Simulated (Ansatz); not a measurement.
# AlH₈NSi: how energies converge with the basis set

An exercise on one series of results from a longer session: the logs are not shown, and one member is left open.

Computed with Ansatz 0.2.0, Gaussian basis. Level: one geometry, several basis sets.

The runs, in order: PBE0-D4/def2-SVP; ωB97M-V/def2-SVP; PBE0-D4/def2-QZVPP; ωB97M-V/def2-QZVPP; the functionals' def2-TZVPP values are taken from earlier runs.

## The relaxed structure

The geometry comes from an earlier relaxation with PBE0-D4 in a triple-zeta def2 set; it is a stationary point, not always the lowest conformer.

SMILES `[AlH3-][NH2+][SiH3]`, 11 atoms, charge 0, spin multiplicity 1.

Atoms are counted from 1 here; the program's logs count them from 0.

Bond lengths: Al1–N2 2.069 Å, Al1–H4 1.609 Å, Al1–H5 1.602 Å, Al1–H6 1.601 Å, N2–Si3 1.792 Å, N2–H7 1.016 Å, N2–H8 1.016 Å, Si3–H9 1.488 Å, Si3–H10 1.476 Å, Si3–H11 1.475 Å. Angles: N2–Al1–H4 97.1°, N2–Al1–H5 100.0°, N2–Al1–H6 101.1°, H4–Al1–H5 116.5°, H4–Al1–H6 117.1°, H5–Al1–H6 118.5°, Al1–N2–Si3 109.4°, Al1–N2–H7 107.3°, Al1–N2–H8 107.7°, Si3–N2–H7 112.7°, Si3–N2–H8 112.4°, H7–N2–H8 106.9°, N2–Si3–H9 108.4°, N2–Si3–H10 107.2°, N2–Si3–H11 107.0°, H9–Si3–H10 110.1°, H9–Si3–H11 110.1°, H10–Si3–H11 113.8°.

As a file:

```xyz
11
AlH8NSi
Al   -0.9001    1.2111   -0.7408
N    -0.0283    0.1435    0.8027
Si    0.8762   -1.2487    0.1286
H    -0.7211    0.0919   -1.8824
H     0.0938    2.4653   -0.8067
H    -2.3772    1.4353   -0.1651
H     0.5667    0.7865    1.3167
H    -0.7685   -0.1448    1.4359
H     1.6515   -1.8829    1.2283
H     1.7948   -0.7168   -0.8967
H    -0.1225   -2.1974   -0.4001
```

Set-up of the first run:

The input, in.yaml:

```yaml
crystal:
  periodic: [false, false, false]
  atoms:
    - {symbol: Al, position_ang: [-0.900124, 1.211070, -0.740777]}
    - {symbol: N, position_ang: [-0.028333, 0.143456, 0.802670]}
    - {symbol: Si, position_ang: [0.876185, -1.248709, 0.128586]}
    - {symbol: H, position_ang: [-0.721099, 0.091916, -1.882394]}
    - {symbol: H, position_ang: [0.093848, 2.465284, -0.806673]}
    - {symbol: H, position_ang: [-2.377197, 1.435334, -0.165063]}
    - {symbol: H, position_ang: [0.566691, 0.786457, 1.316741]}
    - {symbol: H, position_ang: [-0.768464, -0.144762, 1.435888]}
    - {symbol: H, position_ang: [1.651549, -1.882891, 1.228329]}
    - {symbol: H, position_ang: [1.794773, -0.716783, -0.896694]}
    - {symbol: H, position_ang: [-0.122528, -2.197371, -0.400109]}
basis:
  gaussian: {orbitals: def2-SVP}
hamiltonian: {xc: pbe0, dispersion: d4}
output: {orbitals: {seedname: orbitals}}
```

Among the steps run: PBE0-D4 in def2-SVP; ωB97M-V in def2-SVP; PBE0-D4 in def2-QZVPP; ωB97M-V in def2-QZVPP.

One of the session's tables, all rows but one given; the rest of the session is left out.

It belongs to the step «Density functionals: the series». 

```
functional       basis  HOMO (eV)
   PBE0-D4    def2-SVP      -7.45
   PBE0-D4  def2-TZVPP      -7.51
   PBE0-D4  def2-QZVPP      -7.52
   ωB97M-V    def2-SVP          ?
   ωB97M-V  def2-TZVPP      -9.74
   ωB97M-V  def2-QZVPP      -9.75
```

Q: Estimate the row for ωB97M-V, def2-SVP from the others.

As computed: HOMO (eV): -9.61. In the column «HOMO (eV)» it lies between ωB97M-V, def2-TZVPP (-9.74) and PBE0-D4, def2-QZVPP (-7.52).
